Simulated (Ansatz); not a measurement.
A nudged elastic band was laid between two geometries of BFH$_{4}$O (7 atoms, charge 0, multiplicity 1).

Computed with Ansatz 0.2.0, RKS B3LYP-D4/6-31G*.

| Item | Value |
| --- | --- |
| movable images | 6 |
| climbing image | no |
| spring | 5.0 eV/Å² |
| optimiser | quadratic models (default) |
| start path | through a guess of the saddle point |
| force threshold | 0.03 eV/Å |
| iteration limit | 60 |
| end points | relaxed |

First end point:

```xyz
7
Properties=species:S:1:pos:R:3
B -0.007 0.027 0.053
F -0.380 0.484 1.293
H 1.148 0.188 -0.243
H -0.858 0.051 -0.798
O 0.029 -1.751 0.355
H -0.873 -1.989 0.637
H 0.584 -1.863 1.148
```

Last end point:

```xyz
7
Properties=species:S:1:pos:R:3
B 0.030 -0.414 -0.498
F 0.088 -0.088 2.358
H 1.080 0.147 -0.517
H -0.955 -0.002 -1.042
O 0.000 -1.613 0.162
H -0.877 -2.027 0.135
H 0.275 -0.857 1.846
```

Question: Which bonds break or form, and what moves?

Answer: Bonds broken: B1–F2, O5–H7. Bonds formed: F2–H7. BFH4O becomes BH3O + FH.

Question: What energy profile does the band end with?

Answer: The run converged. The highest image is number 4 of 0 to 7, 0.86 eV above the first end and 0.41 eV above the last; the last end lies 0.45 eV above the first. No image climbed, so the highest image needn't sit at the top of the path. The orbitals stay closed-shell, which can raise the energy where a bond breaks towards radicals; this wasn't checked here.

```tsv
image	path coordinate (Å)	energy (eV)	B1–F2 (Å)	O5–H7 (Å)	F2–H7 (Å)
0	0.00	0.00	1.37	0.97	2.54
1	0.45	0.01	1.37	0.97	2.36
2	0.89	0.02	1.38	0.98	2.13
3	1.34	0.28	1.45	1.02	1.57
4	1.78	0.86	1.68	1.33	1.10
5	2.23	0.58	2.11	1.72	0.96
6	2.67	0.46	2.56	1.91	0.94
7	3.12	0.45	2.88	1.87	0.94
```

Question: What is the geometry of the highest image?

Answer: 
```xyz
7
Properties=species:S:1:pos:R:3
B 0.072 -0.274 -0.075
F -0.031 0.096 1.561
H 1.125 0.143 -0.441
H -0.956 0.062 -0.584
O 0.123 -1.718 0.351
H -0.718 -2.166 0.168
H 0.026 -0.997 1.465
```

Time of the run: 78 s on 1 thread of Arm Neoverse V1, with other jobs on the host, peak memory 0.086 GiB.
